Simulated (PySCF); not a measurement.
Rock-salt CdO, treated with MP2 (PySCF, GTH pseudopotentials, Gaussian basis, DZ basis).

The same calculation (at the measured cell, 12.945 Å³/atom) with different numerical settings:

```json
[
 {"run": "1", "k mesh": "2×2×2", "correlation energy (eV/atom)": "-8.0924", "total energy (eV/atom)": "-861.2308"},
 {"run": "2", "k mesh": "3×3×3", "correlation energy (eV/atom)": "-8.4312", "total energy (eV/atom)": "-861.4335"},
 {"run": "3", "k mesh": "4×4×4", "correlation energy (eV/atom)": "-8.4862", "total energy (eV/atom)": "-861.3917"}
]
```

In the column correlation energy (eV/atom) the first row differs from the last by +0.3938 and the next to last by +0.0550.

The last row is no converged limit: other settings stay fixed.
